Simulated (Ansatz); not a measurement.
The input, for Ansatz 0.2.0:

```yaml
crystal:
  periodic: [false, false, false]
  atoms:
    - {symbol: Al, position_ang: [0.000000, 0.000000, 0.844963]}
    - {symbol: C, position_ang: [0.000000, 0.000000, -3.281037]}
    - {symbol: H, position_ang: [0.000000, 0.000000, 2.436074]}
basis:
  gaussian: {orbitals: 6-31G}
correlation: {method: fci, electrons: outside_noble_gas}
```

```sh
$ ansatz run in.yaml --threads 1 --pin off --events-out ev --progress --plain --max-ram 2393MiB
```

Task: Roughly how long does this take on 1 thread of Arm Neoverse V2, shared host, and how much host memory?

Result: 48 s wall and 0.45 GiB.

```
494 factors; integrals over basis functions are off by at most 6.0e-8 eV
mean field evaluation 1: about -7618.9507 eV, gradient 8.8e0 eV
mean field evaluation 2: about -7618.9513 eV, gradient 8.8e0 eV
mean field evaluation 4: about -7619.5920 eV, gradient 5.4e-1 eV
mean field evaluation 8: about -7619.5940 eV, gradient 1.6e-4 eV
mean field evaluation 16: about -7619.4164 eV, gradient 1.4e-4 eV
mean field evaluation 32: about -7619.5066 eV, gradient 4.0e-1 eV
mean field -7619.59401811 eV, -280.0149154192 hartree, gradient 1.4e-6 eV, S^2 0.000000; 8 other end points of the search recorded, 0 dependent functions left out; unrestricted orbitals would lower it
mean field evaluation 64: about -7620.9380 eV, gradient 2.1e0 eV
determinant -7619.59401811 eV, -280.0149154192 hartree, with singles and doubles -7622.49863941 eV, -280.1216582831 hartree
determinant -7619.41638416 eV, -280.0083874920 hartree, with singles and doubles -7622.36671387 eV, -280.1168101091 hartree
determinant -7619.59401811 eV, -280.0149154192 hartree, with singles and doubles -7622.55518681 eV, -280.1237363618 hartree
determinant -7619.41638416 eV, -280.0083874920 hartree, with singles and doubles -7622.42985097 eV, -280.1191303546 hartree
unrestricted determinant -7621.18940731 eV, -280.0735448909 hartree, S^2 1.0135
6 core orbitals not correlated: weight in the atoms' cores, before any rotation towards them, 1.000 or more for the frozen orbitals, at most 0.000 for the correlated occupied ones
reference -7619.59401811 eV, -280.0149154192 hartree; 4, 4 occupied and 14, 14 virtual orbitals, 494 factors
state -7622.78079365 eV, -280.1320272602 hartree
Total energy: -7622.78079365 eV, -280.1320272602 hartree
```
